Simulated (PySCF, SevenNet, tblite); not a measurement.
How well does each level of theory give the lattice parameter a of zinc-blende AlP?

Reference value: 5.451 Å (measured, static lattice: zero-point anharmonic expansion removed; as tabulated in Mejia-Rodriguez and Trickey (2018), arXiv:1807.09216).

```csv
level (code),value (Å),error (%)
GFN1-xTB (tblite),5.566,+2.11
GFN2-xTB (tblite),5.522,+1.30
IPEA1-xTB (tblite),5.480,+0.53
SevenNet-l3i5,5.500,+0.90
PBE (PySCF),5.516 ± 0.02,+1.19
PBE0 (PySCF),5.476 ± 0.02,+0.46
Hartree–Fock (PySCF),5.537 ± 0.02,+1.58
MP2 (PySCF),5.441 ± 0.02,-0.18
```

Leaving aside IPEA1-xTB (doubt noted below): Once the reference is moved by up to 0.10 % (a margin picked here for doubts on the reference and the settings) and values within 0.10 % count as equal, the nearest can be MP2 (-0.18 %) or PBE0 (+0.46 %). Among them GFN1-xTB (+2.11 %) misses by most. Within 2 %: GFN2-xTB, SevenNet-l3i5, PBE, PBE0, Hartree–Fock, MP2.

A ± on a computed value is a rough bar: the spread of its extrapolation, a floor set from checks against published values, or a statistical error. GFN1-xTB, GFN2-xTB: the method was fitted mainly to molecules. GFN1-xTB: the gap of the solid is closed in this run. GFN1-xTB, GFN2-xTB, IPEA1-xTB: the run uses a supercell at the zone centre in place of a k mesh. IPEA1-xTB: this parameter set was refitted to ionisation energies, not structures.

Machine-learned potentials (SevenNet-l3i5) are trained on DFT data: a solid inside that data is no test of them.

Differences are worked out from the printed values.
